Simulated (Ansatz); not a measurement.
## Setting up triplet BNH3Cl in Ansatz

BNH3Cl: 6 atoms, total charge 0, spin state triplet. As SMILES of the parent species, `NBCl`. The coordinates come from a PBE0-D4/def2-TZVP relaxation. That shape belongs to the parent species and isn't relaxed for this state.

```xyz
6

N    -0.3956   -0.0078   -0.6580
B     0.3696   -0.1589    0.4837
Cl    0.5299    1.1893    1.6160
H    -0.5118   -0.7493   -1.3266
H    -0.8786    0.8445   -0.8882
H     0.9288   -1.1819    0.7271
```

Settings wanted:

| Setting | Value |
| --- | --- |
| basis set | aug-cc-pVDZ |
| core potential | none |
| task | energy |
| method | DFT |
| functional | CAM-B3LYP |
| reference | UKS |
| relativity | none |
| accuracy | high |
| start density | atoms |

**Question.** Give an Ansatz 0.2.0 job that does this.

**Answer.** This one ran through:

molecule.yaml:
```yaml
crystal:
  periodic: [false, false, false]
  atoms:
    - {symbol: N, position_ang: [-0.395600, -0.007800, -0.658000]}
    - {symbol: B, position_ang: [0.369600, -0.158900, 0.483700]}
    - {symbol: Cl, position_ang: [0.529900, 1.189300, 1.616000]}
    - {symbol: H, position_ang: [-0.511800, -0.749300, -1.326600]}
    - {symbol: H, position_ang: [-0.878600, 0.844500, -0.888200]}
    - {symbol: H, position_ang: [0.928800, -1.181900, 0.727100]}
basis:
  gaussian: {orbitals: aug-cc-pVDZ}
magnetization: {spin_polarized: true, initial_magnetization: 2}
hamiltonian: {xc: {name: CAM-B3LYP}}
accuracy: high
output: {orbitals: {seedname: orbitals}}
```

```bash
$ ansatz run molecule.yaml --threads 1 --pin off --max-ram 3480MiB --events-out events.jsonl --progress --plain --runs-dir runs
```

Calculated total energy: -541.44632 Eh.
